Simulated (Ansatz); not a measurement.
**PBE/aug-cc-pVTZ run of SiH2 (SMILES [SiH2])**

What is the vertical electron affinity of SiH2 at PBE/aug-cc-pVTZ? 

The results are computed with Ansatz 0.2.0.

32 further runs of the same task are left out: 32 set aside as unsound or not needed.

### 1 The system as given

The species is SiH2 (3 atoms), meant as a singlet with charge 0. As SMILES, `[SiH2]`. The coordinates come from a PBE0-D4/def2-TZVP relaxation.

Bond lengths: Si1–H2 1.525 Å, Si1–H3 1.525 Å. Angles: H2–Si1–H3 91.2°.

### 2 The energy at PBE/aug-cc-pVTZ

Contents of run.yaml:

```yaml
crystal:
  periodic: [false, false, false]
  atoms:
    - {symbol: Si, position_ang: [-0.491200, 0.468600, -0.213600]}
    - {symbol: H, position_ang: [0.840300, 0.578600, 0.522500]}
    - {symbol: H, position_ang: [-0.349100, -1.047200, -0.308900]}
basis:
  gaussian: {orbitals: aug-cc-pVTZ}
hamiltonian: {xc: {name: PBE}}
accuracy: high
output: {orbitals: {seedname: orbitals}}
```

The run is started by

```console
$ ansatz run run.yaml --threads 1 --pin off --max-ram 3480MiB --events-out events.jsonl --progress --plain --runs-dir runs
```

Output:

```text
Warning: RAYON_NUM_THREADS=1 ignored (pool sized by the plan → 1); use --threads N
Functional definition: PBE
  name "PBE"
  parameter kappa = 0.804
  parameter beta = 0.06672455060314922
  exchange = pbe_x(kappa = kappa, mu = beta*pi^2/3)
  correlation = pbe_c(beta = beta)
1418 factors; integrals over basis functions are off by at most 3.9e-9 eV
mean field evaluation 1: about -7902.9524 eV, gradient 1.4e1 eV
mean field evaluation 2: about -7903.3941 eV, gradient 9.6e0 eV
mean field evaluation 4: about -7903.8517 eV, gradient 5.0e-1 eV
mean field evaluation 8: about -7903.8524 eV, gradient 3.6e-3 eV
mean field evaluation 16: about -7903.8524 eV, gradient 4.4e-7 eV
mean field -7903.85242697 eV, -290.4612192676 hartree, gradient 1.4e-9 eV, S^2 0.000000; 0 other end points of the search recorded, 0 dependent functions left out
reference -7903.85243240 eV, -290.4612194670 hartree; 8, 8 occupied and 88, 88 virtual orbitals, 1418 factors
Total energy: -7903.85243240 eV, -290.4612194670 hartree
```

Run time: 3.3 s. Hardware: 1 thread of Arm Neoverse V1, shared host; peak memory 0.17 GiB.

### 3 The doublet anion, same level

Contents of molecule.yaml:

```yaml
basis:
  gaussian: {orbitals: aug-cc-pVTZ}
crystal:
  periodic: [false, false, false]
  atoms:
    - {symbol: Si, position_ang: [-0.491200, 0.468600, -0.213600]}
    - {symbol: H, position_ang: [0.840300, 0.578600, 0.522500]}
    - {symbol: H, position_ang: [-0.349100, -1.047200, -0.308900]}
total_charge: -1
magnetization: {spin_polarized: true, initial_magnetization: 1}
hamiltonian: {xc: pbe}
accuracy: high
output: {orbitals: {seedname: orbitals}}
```

The run is started by

```console
$ ansatz run molecule.yaml --threads 1 --pin off --max-ram 3480MiB --events-out events.jsonl --progress --plain --runs-dir runs
```

Output (excerpt; [...] marks lines left out):

```text
Warning: RAYON_NUM_THREADS=1 ignored (pool sized by the plan → 1); use --threads N
[... 6 set-up lines as earlier in the session ...]
1418 factors; integrals over basis functions are off by at most 3.9e-9 eV
mean field evaluation 1: about -7904.7108 eV, gradient 7.7e0 eV
mean field evaluation 2: about -7904.7835 eV, gradient 6.5e0 eV
mean field evaluation 4: about -7905.0963 eV, gradient 3.3e-1 eV
mean field evaluation 8: about -7905.0977 eV, gradient 1.3e-2 eV
mean field evaluation 16: about -7905.0977 eV, gradient 3.1e-6 eV
mean field -7905.09770149 eV, -290.5069822622 hartree, gradient 4.7e-9 eV, S^2 0.755819; 0 other end points of the search recorded, 0 dependent functions left out
reference -7905.09770446 eV, -290.5069823714 hartree; 9, 8 occupied and 87, 88 virtual orbitals, 1418 factors
Total energy: -7905.09770446 eV, -290.5069823714 hartree
```

Wall time 5.1 s (1 thread of Arm Neoverse V1, shared host); peak memory 0.2 GiB.

### 4 What came out

Level: PBE/aug-cc-pVTZ.

| quantity | value |
| --- | --- |
| singlet SiH2: total energy | -290.46122 Eh |
| singlet SiH2: HOMO energy | -5.86 eV |
| singlet SiH2: LUMO energy | -4.06 eV |
| singlet SiH2: HOMO–LUMO gap | 1.80 eV |
| doublet anion: total energy | -290.50698 Eh |
| doublet anion: HOMO energy (highest over α and β) | 1.43 eV |
| doublet anion: LUMO energy (lowest over α and β) | 2.63 eV |
| doublet anion: ⟨S²⟩ | 0.756 |
| vertical electron affinity (to the doublet anion) | 1.245 eV |

In words: At fixed nuclei the extra electron is bound by 1.25 eV (120 kJ/mol). The HOMO (doublet anion) lies at positive energy, 1.43 eV, as semi-local functionals often give for anions; only total energies tell whether the electron is bound.
